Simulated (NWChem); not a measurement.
System: AlF3; SMILES [F][Al]([F])[F]

Input file for NWChem:

```
start job
memory heap 200 mb stack 900 mb global 1100 mb
geometry units angstroms noautoz
  Al     0.000000     0.000000     0.000000
  F     -0.468112    -1.590598     0.000000
  F     -1.143442     1.200696     0.000000
  F      1.611554     0.389902     0.000000
end
basis spherical
  * library def2-qzvp
end
dft
  xc xpbe96 cpbe96
  iterations 150
  semidirect filesize 400000000
  mulliken
end
task dft gradient
```

NWChem printed, in part:

```
             Northwest Computational Chemistry Package (NWChem) 7.3.0
             --------------------------------------------------------

 C3H symmetry detected

                             Geometry "geometry" -> ""
                             -------------------------

 Output coordinates in angstroms (scale by  1.889725989 to convert to a.u.)

  No.       Tag          Charge          X              Y              Z
 ---- ---------------- ---------- -------------- -------------- --------------
    1 Al                  13.0000     0.00000000     0.00000000     0.00000000
    2 F                    9.0000    -0.55738025    -1.56155617     0.00000000
    3 F                    9.0000    -1.07365718     1.26348354     0.00000000
    4 F                    9.0000     1.63103743     0.29807263     0.00000000

 Effective nuclear repulsion energy (a.u.)     156.8002765722

      Symmetry information
      --------------------

 Group name             C3h
 Group number             22
 Group order               6
 No. of unique centers     2

  pbe96 is a nonlocal functional; adding pw91lda local functional.

                                 NWChem DFT Module
                                 -----------------

 Summary of "ao basis" -> "ao basis" (spherical)
 ------------------------------------------------------------------------------
       Tag                 Description            Shells   Functions and Types
 ---------------- ------------------------------  ------  ---------------------
 Al                        def2-qzvp                22       70   9s6p4d2f1g
 F                         def2-qzvp                17       57   7s4p3d2f1g

      Symmetry analysis of basis
      --------------------------

        a'         55
        e'+        51
        e'-        51
        a"         30
        e"+        27
        e"-        27

  Rotation of axis

            General Information
            -------------------
          SCF calculation type: DFT
          Wavefunction type:  closed shell.
          No. of atoms     :     4
          No. of electrons :    40
           Alpha electrons :    20
            Beta electrons :    20
          Charge           :     0
          Spin multiplicity:     1
          Use of symmetry is: on ; symmetry adaption is: on
          Maximum number of iterations: 150
          AO basis - number of functions:   241
                     number of shells:    73
          Convergence on energy requested:  1.00D-06
          Convergence on density requested:  1.00D-05
          Convergence on gradient requested:  5.00D-04

              XC Information
              --------------
          PerdewBurkeErnzerhof Exchange Functional  1.000
            Perdew 1991 LDA Correlation Functional  1.000 local
           PerdewBurkeErnz. Correlation Functional  1.000 non-local

             Grid Information
             ----------------
          Grid used for XC integration:  medium
          Radial quadrature: Mura-Knowles
          Angular quadrature: Lebedev.
          Tag              B.-S. Rad. Rad. Pts. Rad. Cut. Ang. Pts.
          ---              ---------- --------- --------- ---------
          Al                  1.25       88           8.0       590
          F                   0.50       49           8.0       434
          Grid pruning is: on
          Number of quadrature shells:   137
          Spatial weights used:  Erf1

      Superposition of Atomic Density Guess
      -------------------------------------

 Sum of atomic energies:        -540.14629964

      Non-variational initial energy
      ------------------------------

 Total energy =    -540.243795
 1-e energy   =   -1066.001795
 2-e energy   =     368.957723
 HOMO         =      -0.666729
 LUMO         =      -0.097833

      Symmetry analysis of molecular orbitals - initial
      -------------------------------------------------

  Numbering of irreducible representations:

     1 a'          2 e'+         3 e'-         4 a"          5 e"+
     6 e"-

  Orbital symmetries:

     1 a'          2 a'          3 e'+         4 e'+         5 a'
     6 e'+         7 e'+         8 a"          9 a'         10 e'+
    11 e'+        12 a'         13 e'+        14 e'+        15 a"
    16 e'+        17 e'+        18 e"+        19 e"+        20 a'
    21 a'         22 a"         23 e'+        24 e'+        25 a"
    26 a'         27 e"+        28 e"+        29 a'         30 e'+

------------------------------------------------------------
EAF file 0: "./job.aoints.0" size=251658240 bytes
------------------------------------------------------------
               write      read    awrite     aread      wait
               -----      ----    ------     -----      ----
     calls:      480         0         0         0         0
   data(b): 2.52e+08  0.00e+00  0.00e+00  0.00e+00
   time(s): 0.00e+00  0.00e+00  0.00e+00  0.00e+00  0.00e+00
rate(mb/s): 0.00e+00  0.00e+00
------------------------------------------------------------

     ---------------------------------------------
      Total Density - Mulliken Population Analysis
     ---------------------------------------------

    Atom       Charge   Shell Charges
 -----------   ------   -------------------------------------------------------
    1 Al  13    11.15   1.71  0.01  0.24  0.40  1.06  0.56  0.25  0.17  0.02  5.40 -0.00  0.60  0.32  0.07  0.01  0.00  0.12  0.08  0.02  0.01  0.06  0.02
    2 F    9     9.62   1.16  0.01  0.63  0.17  0.54  1.05  0.37  1.63  1.98  1.66  0.42  0.00  0.00  0.00 -0.00  0.00  0.00
    3 F    9     9.62   1.16  0.01  0.63  0.17  0.54  1.05  0.37  1.63  1.98  1.66  0.42  0.00  0.00  0.00 -0.00  0.00  0.00
    4 F    9     9.62   1.16  0.01  0.63  0.17  0.54  1.05  0.37  1.63  1.98  1.66  0.42  0.00  0.00  0.00 -0.00  0.00  0.00

   convergence    iter        energy       DeltaE   RMS-Dens  Diis-err
 ---------------- ----- ----------------- --------- --------- ---------
 d= 0,ls=0.0,diis     1   -541.7836765540 -6.99D+02  4.37D-03  4.59D+00
 d= 0,ls=0.0,diis     2   -541.3761598949  4.08D-01  3.43D-03  7.26D+00
 d= 0,ls=0.0,diis     3   -541.8636163783 -4.87D-01  8.06D-04  1.15D+00
 d= 0,ls=0.0,diis     4   -541.9405145574 -7.69D-02  1.98D-04  1.15D-02
 d= 0,ls=0.0,diis     5   -541.9416781488 -1.16D-03  3.00D-05  3.17D-04
  Resetting Diis
 d= 0,ls=0.0,diis     6   -541.9417024333 -2.43D-05  4.92D-06  3.46D-05
 d= 0,ls=0.0,diis     7   -541.9417046537 -2.22D-06  3.03D-06  1.34D-06
 d= 0,ls=0.0,diis     8   -541.9417043964  2.57D-07  2.00D-06  4.97D-06

         Total DFT energy =     -541.941704396417
      One electron energy =    -1068.614112384070
           Coulomb energy =      419.635365944173
    Exchange-Corr. energy =      -49.763234528687
 Nuclear repulsion energy =      156.800276572167

 Numeric. integr. density =       39.999996832754

                  Occupations of the irreducible representations
                  ----------------------------------------------

                     irrep           alpha         beta
                     --------     --------     --------
                     a'                6.0          6.0
                     e'+              10.0         10.0
                     e'-               0.0          0.0
                     a"                2.0          2.0
                     e"+               2.0          2.0
                     e"-               0.0          0.0

                       DFT Final Molecular Orbital Analysis
                       ------------------------------------

 Vector   18  Occ=2.000000D+00  E=-3.724934D-01  Symmetry=e"+
              MO Center= -5.6D-01,  5.7D-01, -2.7D-15, r^2= 2.5D+00
   Bfn.  Coefficient  Atom+Function         Bfn.  Coefficient  Atom+Function
  ----- ------------  ---------------      ----- ------------  ---------------
   137      0.307893  3 F  pz               140      0.273170  3 F  pz
   143      0.261157  3 F  pz                80     -0.163661  2 F  pz
    83     -0.145204  2 F  pz               194     -0.144232  4 F  pz
    86     -0.138818  2 F  pz               197     -0.127966  4 F  pz
   146      0.122656  3 F  pz               200     -0.122339  4 F  pz

 Vector   19  Occ=2.000000D+00  E=-3.724934D-01  Symmetry=e"+
              MO Center=  5.6D-01, -5.7D-01, -3.3D-13, r^2= 2.5D+00
   Bfn.  Coefficient  Atom+Function         Bfn.  Coefficient  Atom+Function
  ----- ------------  ---------------      ----- ------------  ---------------
   194     -0.272252  4 F  pz                80      0.261034  2 F  pz
   197     -0.241549  4 F  pz                83      0.231596  2 F  pz
   200     -0.230926  4 F  pz                86      0.221412  2 F  pz
   203     -0.108458  4 F  pz                89      0.103989  2 F  pz
    36      0.033222  1 Al d  1              41      0.029371  1 Al d  1

 Vector   20  Occ=2.000000D+00  E=-3.552118D-01  Symmetry=a'
              MO Center=  6.4D-15,  4.2D-14, -2.4D-22, r^2= 3.2D+00
   Bfn.  Coefficient  Atom+Function         Bfn.  Coefficient  Atom+Function
  ----- ------------  ---------------      ----- ------------  ---------------
   193      0.221362  4 F  py                78      0.211932  2 F  px
   196      0.197348  4 F  py                81      0.188941  2 F  px
   199      0.185679  4 F  py                84      0.177768  2 F  px
   135     -0.171478  3 F  px               138     -0.152875  3 F  px
   136     -0.145715  3 F  py               141     -0.143837  3 F  px

 Vector   21  Occ=0.000000D+00  E=-9.749974D-02  Symmetry=a'
              MO Center=  3.1D-14,  5.6D-14,  8.1D-13, r^2= 3.9D+00
   Bfn.  Coefficient  Atom+Function         Bfn.  Coefficient  Atom+Function
  ----- ------------  ---------------      ----- ------------  ---------------
     9      0.859955  1 Al s                  7      0.254205  1 Al s
     5     -0.142275  1 Al s                 40      0.129884  1 Al d  0
     6     -0.123615  1 Al s                 76     -0.115866  2 F  s
   133     -0.115866  3 F  s                190     -0.115866  4 F  s
    45      0.103815  1 Al d  0             192      0.093079  4 F  px

 Vector   22  Occ=0.000000D+00  E=-4.067918D-02  Symmetry=a"
              MO Center=  8.4D-15,  2.9D-15, -2.7D-12, r^2= 4.6D+00
   Bfn.  Coefficient  Atom+Function         Bfn.  Coefficient  Atom+Function
  ----- ------------  ---------------      ----- ------------  ---------------
    24      0.524021  1 Al pz                27      0.442694  1 Al pz
    21      0.304394  1 Al pz                12     -0.173073  1 Al pz
    89     -0.111072  2 F  pz               146     -0.111072  3 F  pz
   203     -0.111072  4 F  pz                80     -0.105976  2 F  pz
   137     -0.105976  3 F  pz               194     -0.105976  4 F  pz

 Vector   23  Occ=0.000000D+00  E= 2.135238D-02  Symmetry=e'+
              MO Center= -1.5D-01, -1.3D-01, -2.8D-14, r^2= 1.1D+01
   Bfn.  Coefficient  Atom+Function         Bfn.  Coefficient  Atom+Function
  ----- ------------  ---------------      ----- ------------  ---------------
    25      1.236962  1 Al px                22     -0.378672  1 Al px
   191      0.188298  4 F  s                 42     -0.186578  1 Al d  2
   190     -0.152911  4 F  s                201     -0.148165  4 F  px
   134     -0.140278  3 F  s                 38     -0.138104  1 Al d -2
    26     -0.117789  1 Al py               133      0.113918  3 F  s

------------------------------------------------------------
EAF file 0: "./job.aoints.0" size=356515840 bytes
------------------------------------------------------------
               write      read    awrite     aread      wait
               -----      ----    ------     -----      ----
     calls:      680         7         0      4753      4753
   data(b): 3.57e+08  3.67e+06  0.00e+00  2.49e+09
   time(s): 0.00e+00  0.00e+00  0.00e+00  0.00e+00  0.00e+00
rate(mb/s): 0.00e+00  0.00e+00
------------------------------------------------------------

     ---------------------------------------------
      Total Density - Mulliken Population Analysis
     ---------------------------------------------

    Atom       Charge   Shell Charges
 -----------   ------   -------------------------------------------------------
    1 Al  13    11.86   1.72 -0.01  0.25  0.40  1.02  0.58  0.36  0.11  0.00  5.44 -0.15  0.76  0.54  0.15  0.03  0.01  0.21  0.18  0.11  0.05  0.08  0.03
    2 F    9     9.38   1.16  0.00  0.63  0.19  0.53  1.00  0.41  1.57  1.77  1.58  0.53  0.00  0.00  0.01 -0.00  0.00  0.00
    3 F    9     9.38   1.16  0.00  0.63  0.19  0.53  1.00  0.41  1.57  1.77  1.58  0.53  0.00  0.00  0.01 -0.00  0.00  0.00
    4 F    9     9.38   1.16  0.00  0.63  0.19  0.53  1.00  0.41  1.57  1.77  1.58  0.53  0.00  0.00  0.01 -0.00  0.00  0.00

     -------------------------------------------
      Total Density - Lowdin Population Analysis
     -------------------------------------------

    Atom       Charge   Shell Charges
 -----------   ------   -------------------------------------------------------
    1 Al  13    13.85   1.05  0.66  0.30  0.46  0.80  0.61  0.24  0.18  0.09  4.32  1.07  0.61  0.58  0.40  0.11  0.01  0.28  0.60  0.33  0.52  0.26  0.34
    2 F    9     8.72   0.67  0.56  0.51  0.30  0.47  0.65  0.36  1.45  1.81  1.36  0.57  0.00  0.00  0.01  0.00  0.00  0.00
    3 F    9     8.72   0.67  0.56  0.51  0.30  0.47  0.65  0.36  1.45  1.81  1.36  0.57  0.00  0.00  0.01  0.00  0.00  0.00
    4 F    9     8.72   0.67  0.56  0.51  0.30  0.47  0.65  0.36  1.45  1.81  1.36  0.57  0.00  0.00  0.01  0.00  0.00  0.00

     Multipole analysis of the density
     ---------------------------------

     L   x y z        total         alpha         beta         nuclear
     -   - - -        -----         -----         ----         -------
     0   0 0 0     -0.000000    -20.000000    -20.000000     40.000000

     1   1 0 0      0.000000      0.000000      0.000000     -0.000000
     1   0 1 0      0.000000      0.000000      0.000000     -0.000000
     1   0 0 1      0.000000      0.000000      0.000000      0.000000

     2   2 0 0    -22.958847    -77.746343    -77.746343    132.533840
     2   1 1 0      0.000000      0.000000      0.000000      0.000000
     2   1 0 1      0.000000      0.000000      0.000000      0.000000
     2   0 2 0    -22.958847    -77.746343    -77.746343    132.533840
     2   0 1 1      0.000000      0.000000      0.000000      0.000000
     2   0 0 2    -16.051124     -8.025562     -8.025562      0.000000

            General Information
            -------------------
          SCF calculation type: DFT
          Wavefunction type:  closed shell.
          No. of atoms     :     4
          No. of electrons :    40
           Alpha electrons :    20
            Beta electrons :    20
          Charge           :     0
          Spin multiplicity:     1
          Use of symmetry is: on ; symmetry adaption is: on
          Maximum number of iterations: 150
          AO basis - number of functions:   241
                     number of shells:    73
          Convergence on energy requested:  1.00D-06
          Convergence on density requested:  1.00D-05
          Convergence on gradient requested:  5.00D-04

              XC Information
              --------------
          PerdewBurkeErnzerhof Exchange Functional  1.000
            Perdew 1991 LDA Correlation Functional  1.000 local
           PerdewBurkeErnz. Correlation Functional  1.000 non-local

[...]

                         DFT ENERGY GRADIENTS

    atom               coordinates                        gradient
                 x          y          z           x          y          z
   1 Al      0.000000   0.000000   0.000000   -0.000000   0.000000   0.000000
   2 F      -1.053296  -2.950913   0.000000   -0.002304  -0.006458   0.000000
   3 F      -2.028918   2.387638   0.000000   -0.004441   0.005224   0.000000
   4 F       3.082214   0.563276   0.000000    0.006745   0.001234   0.000000
```

Level: PBE/def2-QZVP. Coordinates come from a PBE-D3(BJ)/def2-SVP optimisation.
